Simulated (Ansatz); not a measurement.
## 1T (CdI2-type) HfS2

Computed with PBEsol+SOC (Ansatz, an electronic-structure program, plane waves, PAW).

Run with plane-wave cutoff 520 eV, 12×12×6 k mesh (along the axes of the cell as run), Fermi–Dirac smearing 0.01 eV, PAW data made under PBE.

Cell (relaxed at this level):

```cif
data_HfS2
_chemical_formula_sum 'Hf1 S2'
_space_group_name_H-M_alt 'P 1'
_space_group_IT_number 1
_cell_length_a 3.58976
_cell_length_b 3.58976
_cell_length_c 5.94336
_cell_angle_alpha 90.000
_cell_angle_beta 90.000
_cell_angle_gamma 120.000
loop_
_space_group_symop_operation_xyz
  'x, y, z'
loop_
_atom_site_label
_atom_site_type_symbol
_atom_site_fract_x
_atom_site_fract_y
_atom_site_fract_z
_atom_site_occupancy
Hf1 Hf 0.00000 0.00000 0.00000 1
S1 S 0.33333 0.66667 0.24388 1
S2 S 0.66667 0.33333 0.75612 1
```

- bulk modulus: 15.3 GPa
- band gap: 0.86 eV (indirect)
- smallest direct gap on the k points sampled: 1.77 eV
- Γ–Γ gap: 1.83 eV

Measured, for comparison: band gap 1.8 eV (temperature not stated, no zero-point or thermal correction, fundamental, indirect, our sources range from 1.80 to 1.96; as tabulated in Rybak et al. (2022), arXiv:2210.12074). Computed (rounded) less measured: band gap -0.94 eV (-0.94 eV to -1.10 eV over the range).

Note: the cell comes from a level without a dispersion term, which matters for the spacing of layers, chains or molecules; the bulk modulus comes from volumes at which shape and atoms were relaxed; the cell has widely spaced layers and the level no dispersion term, so their spacing and the moduli can rest on weak binding.

Computed values are for the static lattice.

It cost about 25 core-minutes (a rough figure) of CPU time.
